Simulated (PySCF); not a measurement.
# How far each method lies from full CI for N2, singlet

Geometry: a PBE0/def2-TZVP stationary point for this spin.

```xyz
2

N     0.0000    0.0000    0.0000
N     0.0000    0.0000    1.0895
```

Basis 6-31G; PySCF 2.14.0. Only valence electrons are correlated (noble-gas cores frozen), which leaves 10 electrons in 16 orbitals. R marks a restricted (for open shells ROHF) determinant.

Full CI is exact within this basis and frozen core; it isn't the basis-set limit.

```
T1 diagnostic (ROHF- or RHF-based CCSD)             : 0.0116
largest doubles amplitude (ROHF- or RHF-based CCSD) : 0.112
```

```json
{"level": "RMP2", "E − E(RHF) (eV)": "-6.3628"}
{"level": "RCCSD", "E − E(RHF) (eV)": "-6.0940"}
{"level": "RCCSD(T)", "E − E(RHF) (eV)": "-6.2941"}
```

Estimate how far full CI in 6-31G lies from RCCSD(T). The table doesn't fix it; the size of (T) and the diagnostics are the guide.

Full CI in 6-31G lies 48 meV below RCCSD(T), which is 24 % of the (T) step (-200 meV). The diagnostics are small and the rest is a small part of (T), but (T) is large here. The miss exceeds 1 kcal/mol.

The other levels:

| level | E − E(full CI) (meV) | share of correlation (%) | wall time |
| --- | --- | --- | --- |
| RCCSDT | 50 | 99.22 | – |
| RCCSDT(Q) | -2 | 100.03 | 0.92 s |

The correlation energy at full CI, counted from RHF, is -6.343 eV. Full CI, over all symmetries tried, took 29 s on 1 thread of Arm Neoverse V2, shared host; the state has 2,388,528 determinants.

Times are those of the correlated step on a shared host, with one SCF added for the restricted CCSD run; they ran on 1 thread of Arm Neoverse V2.

More than 5 meV below full CI, which no variational method can be: RMP2.

The full-CI state has the irrep Ag of D2h, in the program's axes (one component, if the state is degenerate).

Natural occupations of full CI about the gap: 1.987 1.974 1.971 1.927 1.927 0.074 0.074 0.021 0.013 0.010; effectively unpaired electrons, Σ n²(2−n)², 0.09.

Atomization energy (electronic, same basis, no zero-point term; atoms at the same level, unrestricted beside the R rows where the molecule is a closed shell; the atoms' step beyond CCSDT comes from their full CI) at full CI: 690.3 kJ/mol. Errors of other levels:

```json
{"level": "RHF", "error (kJ/mol)": "-433.1"}
{"level": "RMP2", "error (kJ/mol)": "40.3"}
{"level": "RCCSD", "error (kJ/mol)": "-22.9"}
{"level": "RCCSD(T)", "error (kJ/mol)": "-4.4"}
{"level": "RCCSDT", "error (kJ/mol)": "-4.7"}
{"level": "RCCSDT(Q)", "error (kJ/mol)": "0.2"}
```

This basis is far from its limit, so the value isn't to be set against a measured one.
